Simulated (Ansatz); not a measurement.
Ideal-gas functions of H4NOSi, SMILES `N[SiH]O` radical at 400 K and 1 bar, from an Ansatz frequency run at PBE0-D4/def2-TZVP.

Molar mass 62.12 g/mol, point group C1 (symmetry number 1), electronic degeneracy 2, moments of inertia 20.887, 68.473, 84.643 u Å². Harmonic wavenumbers (cm⁻¹, unscaled): 197, 229, 368, 459, 653, 723, 792, 854, 882, 928, 1577, 2122, 3588, 3683, 3861.

Use S(trans) = R[1.5 ln M + 2.5 ln T − 1.1517]; rotational temperatures θ = 24.2544 K / I; S(rot) = R[ln(√π/σ · √(T³/θAθBθC)) + 1.5]; for each mode x = 1.438777 ν̃/T, S = R[x/(eˣ − 1) − ln(1 − e⁻ˣ)] and H = RT x/(eˣ − 1); 1 cm⁻¹ = 0.0119627 kJ/mol; R = 8.31446 J/(mol·K).

By hand: the entropy, in J/(mol·K).

Translation 166.5. Rotation: θ = 1.1612, 0.3542, 0.2865 K, giving 100.8. Vibration, mode by mode: 11.35, 10.16, 6.56, 5.03, 2.90, 2.38, 1.95, 1.64, 1.51, 1.32, 0.19, 0.03, 0.00, 0.00, 0.00, in all 45.0. Electronic 5.8. Sum 318.1 J/(mol·K).

By hand: H − E and G − E in kJ/mol, counted from the electronic energy.

Zero-point energy ½ × 20916 × 0.0119627 = 125.1; thermal vibration 10.9; translation, rotation and pV give 4 RT = 13.3. H − E = 149.3 kJ/mol, and G − E = 149.3 − 400 × 318.1/1000 = 22.1 kJ/mol.

Vibration gives 14 % of the entropy. The sum counts one conformer and one mirror image; others add a mixing term.
